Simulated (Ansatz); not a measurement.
We consider rhombohedral A7 As, described by Hartree–Fock (Ansatz, a first-principles code, plane waves, PAW).

Run with plane-wave cutoff 460 eV, 10×10×10 k mesh, Fermi–Dirac smearing 0.05 eV, scalar-relativistic PAW data made under PBE.

Computed at the level's own relaxed cell.

### Question
Give the computed lattice constant a and c axis length.

### Answer

lattice constant a: 3.637 Å
c axis length: 22.318 Å

Measured, for comparison: lattice constant a 3.760 Å, lattice parameter c 10.441 Å (4 K, zero-point motion not removed; as tabulated in Schiferl, Barrett, J. Appl. Cryst. 2, 30 (1969), as in the American …). Computed (rounded) less measured: lattice constant a -3.3 %, lattice parameter c +113.8 %.

Note: the cell comes from a level without a dispersion term, which matters for the spacing of layers, chains or molecules.

The computed numbers hold no vibrational or temperature effects.
